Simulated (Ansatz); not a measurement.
Relaxation of CH4B (6 atoms, charge 0, multiplicity 2), to a largest force component of 0.015 eV/Å in at most 40 steps.

Theory: UKS B3LYP-D4/def2-SVP in Ansatz.

```xyz
6
Properties=species:S:1:pos:R:3:forces:R:3
B 0.284 -1.165 0.198 -2.85 2.50 -2.16
C -0.281 0.326 -0.203 0.18 -3.13 -2.21
H 1.154 -1.245 0.861 2.78 -0.75 2.10
H -0.590 0.850 0.650 -0.31 1.17 1.83
H -1.192 0.193 -0.841 0.48 0.38 0.10
H 0.493 0.894 -0.775 -0.28 -0.17 0.34
```

Problem. Where does it end, and by what steps?

Solution. The forces met the threshold. The force dipped under the threshold on the way, but the program's further checks kept it going. After 14 steps the energy has fallen by 0.426 eV; B1 moved furthest, 0.13 Å.

| step | energy less start (eV) | largest force component (eV/Å) | accepted |
| --- | --- | --- | --- |
| 0 | 0.0000 | 3.130 | yes |
| 1 | -0.3795 | 1.296 | yes |
| 2 | -0.4204 | 0.331 | yes |
| 3 | -0.4245 | 0.036 | yes |
| 4 | -0.4247 | 0.012 | yes |
| 5 | -0.4247 | 0.004 | yes |
| 6 | -0.4247 | 0.006 | yes |
| 7 | -0.4248 | 0.022 | yes |
| 8 | -0.4245 | 0.104 | no |
| 9 | -0.4250 | 0.019 | yes |
| 10 | -0.4229 | 0.168 | no |
| 11 | -0.4252 | 0.028 | yes |
| 12 | -0.4259 | 0.033 | yes |
| 13 | -0.4260 | 0.020 | yes |
| 14 | -0.4260 | 0.007 | yes |

```xyz
6
Properties=species:S:1:pos:R:3
B 0.339 -1.075 0.114
C -0.328 0.277 -0.218
H 1.178 -1.307 0.951
H -0.558 0.879 0.681
H -1.215 0.233 -0.870
H 0.454 0.846 -0.768
```

Time of the run: 29 s on 1 thread of Intel(R) Xeon(R) Platinum 8375C CPU @ 2.90GHz (Ice Lake) (shared host), peak memory 0.13 GiB.
